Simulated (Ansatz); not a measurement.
## Nudged elastic band run: CH5O, charge +1

Input:

```yaml
crystal:
  periodic: [false, false, false]
  atoms:
    - { symbol: C, position_ang: [-0.316915, -0.449343, -0.321929] }
    - { symbol: O, position_ang: [0.285309, 0.498408, 0.730801] }
    - { symbol: H, position_ang: [-0.013832, -1.471486, 0.003958] }
    - { symbol: H, position_ang: [-1.419291, -0.302235, -0.244678] }
    - { symbol: H, position_ang: [0.08257, -0.183697, -1.330861] }
    - { symbol: H, position_ang: [0.064184, 1.475879, 0.47031] }
    - { symbol: H, position_ang: [1.317965, 0.432484, 0.692409] }
total_charge: 1
basis:
  gaussian: { orbitals: STO-3G }
hamiltonian:
  xc: pbe
neb:
  order_check: false
  images: 9
  f_tol: 0.03
  max_iterations: 60
  final_atoms:
    - { symbol: C, position_ang: [-0.27283796, -0.44427745, -0.36646533] }
    - { symbol: O, position_ang: [0.67314428, 0.54438168, 0.33933005] }
    - { symbol: H, position_ang: [0.17472522, -1.44934343, -0.18744034] }
    - { symbol: H, position_ang: [-1.29769549, -0.34726799, 0.06673523] }
    - { symbol: H, position_ang: [-0.23376216, -0.1618358, -1.4441412] }
    - { symbol: H, position_ang: [0.29699873, 1.50365464, 0.23482866] }
    - { symbol: H, position_ang: [0.65941737, 0.35469836, 1.35716293] }
  initial_path:
    images:
      - { positions_ang: [[-0.316915, -0.449343, -0.321929], [0.285309, 0.498408, 0.730801], [-0.013832, -1.471486, 0.003958], [-1.419291, -0.302235, -0.244678], [0.08257, -0.183697, -1.330861], [0.064184, 1.475879, 0.47031], [1.317965, 0.432484, 0.692409]] }
      - { positions_ang: [[-0.30708313, -0.43832037, -0.32543718], [0.3108897, 0.51885447, 0.68266394], [-0.00873015, -1.45304595, 0.00920472], [-1.40336146, -0.29302887, -0.23705541], [0.06561279, -0.20617172, -1.34292412], [0.03251756, 1.46779576, 0.49310748], [1.31014469, 0.40392667, 0.72045058]] }
      - { positions_ang: [[-0.29725126, -0.42729775, -0.32894536], [0.3364704, 0.53930095, 0.63452687], [-0.0036283, -1.43460589, 0.01445144], [-1.38743191, -0.28382273, -0.22943282], [0.04865558, -0.22864644, -1.35498724], [0.00085112, 1.45971252, 0.51590495], [1.30232438, 0.37536934, 0.74849215]] }
      - { positions_ang: [[-0.2874194, -0.41627512, -0.33245354], [0.3620511, 0.55974742, 0.58638981], [0.00147355, -1.41616584, 0.01969817], [-1.37150237, -0.2746166, -0.22181024], [0.03169838, -0.25112116, -1.36705035], [-0.03081532, 1.45162927, 0.53870243], [1.29450406, 0.34681202, 0.77653373]] }
      - { positions_ang: [[-0.27758753, -0.40525249, -0.33596172], [0.38763179, 0.5801939, 0.53825274], [0.0065754, -1.39772578, 0.02494489], [-1.35557283, -0.26541046, -0.21418765], [0.01474117, -0.27359588, -1.37911347], [-0.06248176, 1.44354603, 0.5614999], [1.28668375, 0.31825469, 0.8045753]] }
      - { positions_ang: [[-0.26775566, -0.39422987, -0.3394699], [0.41321249, 0.60064037, 0.49011568], [0.01167725, -1.37928573, 0.03019161], [-1.33964328, -0.25620433, -0.20656506], [-0.00221604, -0.29607059, -1.39117659], [-0.0941482, 1.43546279, 0.58429738], [1.27886344, 0.28969736, 0.83261688]] }
      - { positions_ang: [[-0.26877212, -0.40423938, -0.34486898], [0.46519885, 0.58938863, 0.45995856], [0.04428685, -1.39329727, -0.01333478], [-1.33125372, -0.27441706, -0.151905], [-0.04852526, -0.26922363, -1.40176951], [-0.01591882, 1.44910116, 0.51440364], [1.15497423, 0.30269756, 0.93752609]] }
      - { positions_ang: [[-0.26978858, -0.4142489, -0.35026807], [0.51718521, 0.57813689, 0.42980143], [0.07689644, -1.40730881, -0.05686117], [-1.32286417, -0.29262979, -0.09724495], [-0.09483449, -0.24237668, -1.41236243], [0.06231057, 1.46273953, 0.44450989], [1.03108501, 0.31569776, 1.0424353]] }
      - { positions_ang: [[-0.27080504, -0.42425842, -0.35566716], [0.56917156, 0.56688515, 0.3996443], [0.10950604, -1.42132035, -0.10038756], [-1.31447461, -0.31084253, -0.04258489], [-0.14114371, -0.21552972, -1.42295536], [0.14053996, 1.4763779, 0.37461615], [0.9071958, 0.32869796, 1.14734451]] }
      - { positions_ang: [[-0.2718215, -0.43426794, -0.36106624], [0.62115792, 0.55563341, 0.36948718], [0.14211563, -1.43533189, -0.14391395], [-1.30608505, -0.32905526, 0.01207517], [-0.18745293, -0.18868276, -1.43354828], [0.21876934, 1.49001627, 0.3047224], [0.78330659, 0.34169816, 1.25225372]] }
      - { positions_ang: [[-0.27283796, -0.44427745, -0.36646533], [0.67314428, 0.54438168, 0.33933005], [0.17472522, -1.44934343, -0.18744034], [-1.29769549, -0.34726799, 0.06673523], [-0.23376216, -0.1618358, -1.4441412], [0.29699873, 1.50365464, 0.23482866], [0.65941737, 0.35469836, 1.35716293]] }
```

Command:

```bash
$ ansatz run input.yaml --threads 1 --pin off --max-ram 2048MiB --backend cpu --events-out ev --progress --plain --runs-dir out
```

Output, in part (warnings, iteration lines, the closing report on the highest movable image, with atoms numbered from 0):

```
NEB end point (image 0): max|allowed force component| = 1.738e-3 eV/Å (the criterion of neb.relax_end_points is 1.000e-2)
NEB end point (image 10): max|allowed force component| = 1.443e-2 eV/Å (the criterion of neb.relax_end_points is 1.000e-2)
NEB iter   1: max|band force component| = 1.246e1 eV/Å  barrier→ = 1.4293 eV  barrier← = 1.4293 eV  Δτ_max = 0.1946 Å  (203 SCF iters)
NEB iter   2: max|band force component| = 1.527e0 eV/Å  barrier→ = 0.3462 eV  barrier← = 0.3462 eV  Δτ_max = 0.1323 Å  (217 SCF iters)
NEB iter   3: max|band force component| = 9.609e-1 eV/Å  barrier→ = 0.2497 eV  barrier← = 0.2497 eV  Δτ_max = 0.1990 Å  (220 SCF iters)
NEB iter   4: max|band force component| = 1.156e0 eV/Å  barrier→ = 0.2306 eV  barrier← = 0.2306 eV  Δτ_max = 0.0987 Å  (226 SCF iters)
NEB iter   5: max|band force component| = 3.142e-1 eV/Å  barrier→ = 0.2367 eV  barrier← = 0.2367 eV  CI = image 4  Δτ_max = 0.0247 Å  (214 SCF iters)
NEB iter   6: max|band force component| = 1.344e-1 eV/Å  barrier→ = 0.2350 eV  barrier← = 0.2350 eV  CI = image 4  Δτ_max = 0.0062 Å  (198 SCF iters)
NEB iter   7: max|band force component| = 7.478e-2 eV/Å  barrier→ = 0.2349 eV  barrier← = 0.2349 eV  CI = image 4  Δτ_max = 0.0046 Å  (158 SCF iters)
NEB iter   8: max|band force component| = 6.586e-3 eV/Å  barrier→ = 0.2349 eV  barrier← = 0.2348 eV  CI = image 4  Δτ_max = 0.0135 Å  (156 SCF iters)
NEB iter   9: max|band force component| = 4.457e-2 eV/Å  barrier→ = 0.2348 eV  barrier← = 0.2348 eV  CI = image 4  Δτ_max = 0.0292 Å  (23 SCF iters)
NEB iter  10: max|band force component| = 2.351e-2 eV/Å  barrier→ = 0.2347 eV  barrier← = 0.2347 eV  CI = image 4  Δτ_max = 0.0000 Å  (374 SCF iters)
Total energy: -3113.12286150 eV, -114.4051550095 hartree
Atom 0 at    -0.310553    -0.443942    -0.367516 Å, force     0.000455    -0.000468    -0.000091 eV/Å
Atom 1 at     0.406195     0.579831     0.463702 Å, force    -0.001463    -0.000988    -0.001256 eV/Å
Atom 2 at     0.107976    -1.431455    -0.064107 Å, force     0.001322     0.000389    -0.000414 eV/Å
Atom 3 at    -1.398450    -0.367956    -0.125955 Å, force    -0.000514    -0.000478     0.000954 eV/Å
Atom 4 at    -0.101575    -0.219240    -1.442277 Å, force    -0.000537     0.001050     0.000543 eV/Å
Atom 5 at     0.116600     1.551094     0.467641 Å, force     0.002229     0.000567    -0.000903 eV/Å
Atom 6 at     1.179796     0.331677     1.068522 Å, force    -0.001492    -0.000073     0.001168 eV/Å
Dipole moment:     0.227223     0.326550     0.284946 e Å
```

It converged. The band force fell under the threshold earlier too, but the program's further tests of the path sent the band on. A vibrational analysis at the climbing image gives one clearly imaginary mode, 635i cm⁻¹: a first-order saddle point. Limits of this set-up: minimal basis, the dipole of an ion depends on the origin.

Final band (atoms are numbered from 1 in the order of the input):

```
image  path coordinate (Å)  energy (kcal/mol)  height of O2 over the plane of its neighbours (Å)
    0                 0.00                0.0                                              -0.42
    1                 0.19                0.1                                              -0.41
    2                 0.37                0.9                                              -0.35
    3                 0.56                3.7                                              -0.19
    4                 0.74                5.4                                               0.01
    5                 0.91                4.1                                               0.18
    6                 1.07                1.7                                               0.34
    7                 1.23                0.8                                               0.41
    8                 1.40                0.4                                               0.42
    9                 1.56                0.1                                               0.42
   10                 1.72                0.0                                               0.42
```

The run took 44 s on 1 thread of Arm Neoverse V1, with other jobs on the host, peak memory 0.08 GiB.
